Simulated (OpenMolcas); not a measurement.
**singlet CH4FSi− at 6 levels**

We compute a comparison of 6 runs (HF/STO-3G, B3LYP/6-31G*, BHLYP/aug-cc-pVDZ, PBE0/aug-cc-pVDZ, TPSS/aug-cc-pVDZ, CCSD(T)/aug-cc-pVDZ) of singlet CH4FSi−. 

The results are computed with OpenMolcas 26.06.

1 further run of the same task is left out (set aside as unsound or not needed).

## (1) The molecule

The species is CH4FSi− (7 atoms), meant as a singlet with charge -1. As SMILES of the parent species, `C[SiH]F`. Geometry: relaxed at PBE0-D4/def2-TZVP. That shape belongs to the parent species and isn't relaxed for this state.

Bond lengths: C1–Si2 1.864 Å, Si2–F3 1.609 Å, C1–H4 1.091 Å, C1–H5 1.093 Å, C1–H6 1.094 Å, Si2–H7 1.494 Å. Angles: C1–Si2–F3 108.7°, C1–Si2–H7 111.7°, F3–Si2–H7 106.7°, Si2–C1–H4 111.5°, Si2–C1–H5 109.9°, Si2–C1–H6 110.0°, H4–C1–H5 108.4°, H4–C1–H6 108.5°, H5–C1–H6 108.5°.

## (2) A single-point energy at HF/STO-3G (run 1)

input.xyz reads:

```xyz
7

C     -0.653500     0.389500    -0.298000
Si     0.917400    -0.594100    -0.104100
F      0.640700    -1.812800     0.909600
H     -1.444900    -0.207800    -0.754100
H     -0.470200     1.260900    -0.931700
H     -1.000700     0.738300     0.679600
H      2.011300     0.226000     0.498700
```

test.inp reads:

```
* CH4FSi Hartree-Fock

&GATEWAY
  BasLib=$CurrDir
  Coord=input.xyz
  Basis=STO-3G
  Group=NoSym

&SEWARD

&SCF
  Charge=-1
  Thresholds=1e-10 1e-07 1e-07 1e-05
  PrOrbitals=1 1
```

The basis set STO-3G is read from a file made from the Basis Set Exchange's data (not shown).

The run is started by

```bash
$ export MOLCAS_MEM=1860
$ pymolcas test.inp > test.log
```

Log:

```text
--- Start Module: gateway ---
[...]
--- Stop Module: gateway /rc=_RC_ALL_IS_WELL_ ---
--- Start Module: seward ---
[...]
      Basis functions           23
--- Stop Module: seward /rc=_RC_ALL_IS_WELL_ ---
[...]
--- Start Module: scf ---
[...]
       Convergence after  13 Iterations
[...]
::    Total SCF energy                               -423.1428464114
[...]
      Total spin, S                                     0.0000000000
[...]
      Total electronic charge=   34.000000
      Total            charge=   -1.000000
[...]
      Dipole Moment (debye):
      Origin of the operator (angstrom)=    0.4616   -0.7040    0.1632
                   X= -1.6356E+00               Y= -7.1171E-02               Z=  1.1401E+00           Total=  1.9950E+00
      Center of Charge (angstrom)
[...]
--- Stop Module: scf /rc=_RC_ALL_IS_WELL_ ---
[...]
```

It took 2.4 s on 1 thread of Intel Xeon Platinum 8259CL at 2.50GHz (Skylake/Cascade Lake), shared host; peak memory 0.37 GiB.

## (3) The energy at B3LYP/6-31G(d) (spherical functions) (run 2)

mol.inp reads:

```
&GATEWAY
  BasLib=$CurrDir
  Coord
  7
  angstrom
  C       -0.653500       0.389500      -0.298000
  Si       0.917400      -0.594100      -0.104100
  F        0.640700      -1.812800       0.909600
  H       -1.444900      -0.207800      -0.754100
  H       -0.470200       1.260900      -0.931700
  H       -1.000700       0.738300       0.679600
  H        2.011300       0.226000       0.498700
  Basis=6-31Gs
  Group=NoSym

&SEWARD
  GridInput
  Grid=UltraFine
  End of Grid

&SCF
  Charge=-1
  KSDFT=B3LYP
  Thresholds=1e-10 1e-07 1e-07 1e-05
  PrOrbitals=1 1
```

The basis set 6-31G* is read from a file made from the Basis Set Exchange's data (not shown).

The run is started by

```bash
$ export MOLCAS_MEM=1860
$ pymolcas mol.inp > mol.log
```

Log:

```text
--- Start Module: gateway ---
[...]
--- Stop Module: gateway /rc=_RC_ALL_IS_WELL_ ---
--- Start Module: seward ---
[...]
      Basis functions           54
--- Stop Module: seward /rc=_RC_ALL_IS_WELL_ ---
[...]
--- Start Module: scf ---
[...]
       Convergence after  17 Iterations
[...]
::    Total KS-DFT energy                            -429.8523491595
[...]
      Total spin, S                                     0.0000000000
[...]
      Total electronic charge=   34.000000
      Total            charge=   -1.000000
[...]
      Dipole Moment (debye):
      Origin of the operator (angstrom)=    0.4616   -0.7040    0.1632
                   X= -2.6658E+00               Y=  9.6110E-01               Z=  2.3385E+00           Total=  3.6741E+00
      Center of Charge (angstrom)
[...]
--- Stop Module: scf /rc=_RC_ALL_IS_WELL_ ---
[...]
```

Wall time 20 s (1 thread of Intel Xeon Platinum 8259CL at 2.50GHz (Skylake/Cascade Lake), shared host); peak memory 0.39 GiB.

Runs 3 to 5 aren't shown in full; the table further down has their settings and results.

## (4) A single-point energy at CCSD(T)/aug-cc-pVDZ (Cholesky decomposition) (run 6)

mol.inp reads:

```
>>> EXPORT MOLCAS_PRINT=2
&GATEWAY
BASLIB=$CurrDir
COORD
7
angstrom
C       -0.653500       0.389500      -0.298000
Si       0.917400      -0.594100      -0.104100
F        0.640700      -1.812800       0.909600
H       -1.444900      -0.207800      -0.754100
H       -0.470200       1.260900      -0.931700
H       -1.000700       0.738300       0.679600
H        2.011300       0.226000       0.498700
BASIS=aug-cc-pVDZ
GROUP=NoSym
&SEWARD
HIGH
&SCF
CHARGE=-1
THRESHOLDS=1e-10 1e-07 1e-07 1e-05
PRORBITALS=1 1
&CHCC
FROZEN=7
THRESHOLD=1e-08
MAXITERATIONS=80
&CHT3
FROZEN=7
```

The basis set aug-cc-pVDZ is read from a file made from the Basis Set Exchange's data (not shown).

The run is started by

```bash
$ export MOLCAS_MEM=1860
$ pymolcas mol.inp > mol.log
```

Log:

```text
--- Start Module: gateway ---
[...]
--- Stop Module: gateway /rc=_RC_ALL_IS_WELL_ ---
[...]
      Basis functions          109
[...]
       Convergence after  17 Iterations
[...]
::    Total SCF energy                               -428.5896753491
[...]
      Total spin, S                                     0.0000000000
[...]
      Total electronic charge=   34.000000
      Total            charge=   -1.000000
[...]
      Dipole Moment (debye):
      Origin of the operator (angstrom)=    0.4616   -0.7040    0.1632
                   X= -3.0863E+00               Y=  1.4530E+00               Z=  3.4503E+00           Total=  4.8519E+00
      Center of Charge (angstrom)
[...]
--- Start Module: chcc ---
[...]
--- Stop Module: chcc /rc=_RC_ALL_IS_WELL_ ---
[...]
--- Start Module: cht3 ---
[...]
--- Stop Module: cht3 /rc=_RC_ALL_IS_WELL_ ---
[...]
```

It took 16 min on 1 thread of Intel Xeon Platinum 8259CL at 2.50GHz (Skylake/Cascade Lake), shared host; peak memory 0.2 GiB.

## (5) The series

```tsv
run	level	integration grid	integral approximation	energy (Eh)	HOMO energy (eV)	LUMO energy (eV)	HOMO–LUMO gap (eV)	wall time
1	HF/STO-3G	–	none	-423.142846	5.06	22.63	17.57	2.4 s
2	B3LYP/6-31G* (spherical functions)	UltraFine	none	-429.852349	2.55	6.99	4.44	20 s
3	BHLYP/aug-cc-pVDZ	UltraFine	none	-429.826594	0.39	3.27	2.87	66 s
4	PBE0/aug-cc-pVDZ	UltraFine	none	-429.622628	1.07	2.96	1.90	68 s
5	TPSS/aug-cc-pVDZ	UltraFine	none	-429.929906	1.74	2.67	0.93	2.2 min
6	CCSD(T)/aug-cc-pVDZ (Cholesky decomposition)	–	CD high	-429.114402	-0.65	3.91	4.56	16 min
```

## (6) Outcome

| quantity | value |
| --- | --- |
| run 6: total energy | -429.11440 Eh |
| run 6: HOMO energy (Hartree–Fock orbitals) | -0.65 eV |
| run 6: LUMO energy (Hartree–Fock orbitals) | 3.91 eV |
| run 6: HOMO–LUMO gap (to an unbound level, set by the basis) | 4.56 eV |
| run 6: correlation energy (7 core orbitals frozen) | -524.7 mEh |
| run 6: (T) correction | -14.90 mEh |

In words: Over runs 1, 2, 3, 4, 5 the HOMO–LUMO gap runs from 0.93 eV (TPSS/aug-cc-pVDZ) to 17.57 eV (HF/STO-3G). The two ends differ in method and basis. The empty levels of an anion lie above zero and hang on the basis. Totals of different functionals can't be ranked against each other. In runs 1, 2, 3, 4, 5 the HOMO lies above zero, so the outermost electron may be held by the basis alone. In run 1 the basis is minimal, so the values are rough. All runs together took 21 min, the longest 16 min.
